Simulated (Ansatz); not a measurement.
Geometry optimisation, RKS PBE-D4/6-31G* in Ansatz.

The input (input.yaml):

```yaml
crystal:
  periodic: [false, false, false]
  atoms:
    - { symbol: Al, position_ang: [0.0, 0.0, 0.0] }
    - { symbol: H, position_ang: [0.0, 0.0, 1.91] }
    - { symbol: H, position_ang: [1.351, 0.0, -0.78] }
    - { symbol: H, position_ang: [-1.351, 0.0, -0.78] }
    - { symbol: P, position_ang: [0.1078, -2.446, 0.8135] }
    - { symbol: H, position_ang: [-0.6605, -3.268, -0.0528] }
    - { symbol: H, position_ang: [1.4574, -2.8876, 0.8103] }
    - { symbol: H, position_ang: [0.043, -0.9763, 1.965] }
basis:
  gaussian: { orbitals: "6-31G*" }
hamiltonian:
  xc: pbe
  dispersion: d4
relax:
  f_tol: 0.15
  max_steps: 25
  restrain:
    - { distance: [0, 4], at: 3.48, k: 30.0 }
    - { distance: [7, 1], at: 1.86, k: 30.0 }
    - { distance: [0, 1], at: 1.56, k: 30.0 }
    - { distance: [7, 4], at: 1.42, k: 30.0 }
```

Launched with:

```bash
$ ansatz run input.yaml --threads 1 --pin off --max-ram 2048MiB --backend cpu --events-out ev --progress --plain --runs-dir out
```

Question: Where does it end, and by what steps?

Answer: It converged. The restraints hold the end off the free minimum. After 6 steps the energy has fallen by 1.435 eV (the restraints' own energy left out); P5 moved furthest, 0.78 Å. Parted: Al1–P5 (2.58 → 3.47 Å). Joined: P5–H8 (1.87 → 1.44 Å).

```json
{"step": "0", "energy less start (eV)": "0.0000", "largest force component (eV/Å)": "2.283", "accepted": "yes"}
{"step": "1", "energy less start (eV)": "0.2853", "largest force component (eV/Å)": "1.784", "accepted": "yes"}
{"step": "2", "energy less start (eV)": "0.0384", "largest force component (eV/Å)": "1.668", "accepted": "yes"}
{"step": "3", "energy less start (eV)": "-0.5123", "largest force component (eV/Å)": "1.555", "accepted": "yes"}
{"step": "4", "energy less start (eV)": "-1.2045", "largest force component (eV/Å)": "0.938", "accepted": "yes"}
{"step": "5", "energy less start (eV)": "-1.4321", "largest force component (eV/Å)": "0.417", "accepted": "yes"}
{"step": "6", "energy less start (eV)": "-1.4354", "largest force component (eV/Å)": "0.424", "accepted": "yes"}
```

```xyz
8
Properties=species:S:1:pos:R:3
Al 0.006 0.216 0.031
H -0.070 0.311 1.600
H 1.431 0.244 -0.701
H -1.345 0.086 -0.820
P 0.167 -2.979 1.385
H -0.653 -3.029 0.206
H 1.386 -2.867 0.635
H 0.026 -1.559 1.552
```

Run time: 13 s on 1 thread of Arm Neoverse V1, on a shared host, peak memory 0.11 GiB.
